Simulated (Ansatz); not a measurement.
Born–Oppenheimer molecular dynamics of HCN (or HNC) + O2S (6 atoms, charge 0, multiplicity 1). It starts from a relaxed structure.

Level of theory: RKS B3LYP-D4/def2-SVP (Ansatz).

```json
{
  "ensemble": "NVT, Langevin thermostat",
  "time step": "0.5 fs",
  "steps asked": "300",
  "set temperature": "200 K",
  "friction": "0.02 /fs",
  "masses": "H 2.014 u",
  "seed": "663990"
}
```

First frame:

```xyz
6
Properties=species:S:1:pos:R:3
C -0.095 0.264 -2.024
N 0.029 -0.312 -1.032
H -0.211 0.802 -2.953
O -1.180 -0.151 2.091
S 0.145 -0.733 1.864
O 1.312 0.131 2.054
```

(1) How far do the bonds stretch over the last three quarters of this one trajectory? (Pairs bonded in most of those frames.)

Results:

(1) 
```csv
bond,mean (Å),spread (Å),shortest,longest
C1–N2,1.154,0.010,1.13,1.18
C1–H3,1.082,0.019,1.04,1.13
O4–S5,1.467,0.009,1.45,1.49
S5–O6,1.463,0.013,1.44,1.49
```

Mean temperature of the second half: 175 K. The mean temperature of the second half is 13 % below the set value. A run of 0.15 ps of so small a system gives no equilibrium averages.

Run time: 12 min on 1 thread of Arm Neoverse V1, with other jobs on the host, peak memory 0.17 GiB.
